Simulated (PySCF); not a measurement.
A side-by-side comparison of computed properties.

First species: HNO.
Z-matrix (Å and degrees, GFN2-xTB geometry), rows numbered from 1:
```
N 
O   1  1.2010
H   1  1.0619  2  112.41
```

Second species: C6H10O2Si.
SMILES: `CCO[SiH2]CC#CC=O`

Levels: PBE0/pcSseg-1 for dipole moment, HOMO energy, LUMO energy and HOMO–LUMO gap; GFN2-xTB for rotational constant A and rotational constant C. Geometries: GFN2-xTB. All species are isolated and taken at one optimised geometry, non-relativistic unless stated; the electronic structure was computed with PySCF and density fitting.

The conformers computed, where there is a choice (atom-mapped SMILES and torsion angles):
- `[CH3:1][CH2:2][O:3][SiH2:4][CH2:5][C:6]#[C:7][CH:8]=[O:9]`: C1–C2–O3–Si4 -160°, C2–O3–Si4–C5 60°, O3–Si4–C5–C6 -62°

Values for the first species:

| Quantity | Value |
| --- | --- |
| Dipole moment | 1.86 D |
| HOMO energy | -6.95 eV |
| LUMO energy | -2.74 eV |
| HOMO–LUMO gap | 4.21 eV |
| Rotational constant A | 595.599 GHz |
| Rotational constant C | 39.561 GHz |

(1) Estimate the same properties for the second species, and the change in each.

Results:

(1) 
```csv
property,first,second,second less first
dipole moment,1.86 D,3.02 D,+1.16 D
HOMO energy,-6.95 eV,-7.72 eV,-0.77 eV
LUMO energy,-2.74 eV,-1.75 eV,+0.99 eV
HOMO–LUMO gap,4.21 eV,5.97 eV,+1.76 eV
rotational constant A,595.599 GHz,1.568 GHz,-594.031 GHz
rotational constant C,39.561 GHz,0.575 GHz,-38.986 GHz
```

On the first: The dipole matches unit charges of opposite sign 0.39 Å apart (1 e·Å = 4.8032 D). A dipole of 1.86 D is allowed in Cs, and pure rotational transitions are dipole-allowed.

On the second: A dipole of 3.02 D is allowed in C1, and pure rotational transitions are dipole-allowed. In atomic units the dipole is 1.19 e·bohr (1 au = 2.5417 D).
